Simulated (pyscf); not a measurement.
Structures and frequencies: ωB97X-D3(BJ)/def2-SVP in PySCF. MP2 and CC: frozen core, UHF for open shells. ΔMP2 is the change of the MP2 total energy from the triple- to the quadruple-zeta basis.

Question: PBE/def2-TZVP puts the barrier of `[OH][BH][OH]` + `[CH4]` → `[OH2]` + `[CH3][BH][OH]` (four-centre exchange; singlet surface; B–O, C–H broken, H–O, B–C formed) at 2.56 eV and the reaction energy at +1.46 eV, from the separated reactants. What do r²SCAN/def2-TZVP, B3LYP-D3(BJ)/def2-TZVP, CCSD(T)/def2-TZVPP + ΔMP2(QZVPP) give on the same structures?

Answer: r²SCAN: ΔE‡ = 2.68 eV, ΔE = +1.52 eV; B3LYP-D3(BJ): ΔE‡ = 2.91 eV, ΔE = +1.51 eV; CCSD(T): ΔE‡ = 2.87 eV, ΔE = +1.40 eV. PBE's barrier lies under all of them, by 0.11 to 0.34 eV. Its reaction energy lies among theirs. On the product side the descent ends in a complex (not fully relaxed), 0.25 eV under the separated species and 1.62 eV under the saddle at ωB97X-D3(BJ)/def2-TZVP. The products may also form a dative adduct at H₃C–BH–OH; it and routes through it were not searched. This is the saddle that the search found; another between the same sides may lie lower. The CCSD(T) − MP2 part came from Ansatz, without density fitting, on the same reference.
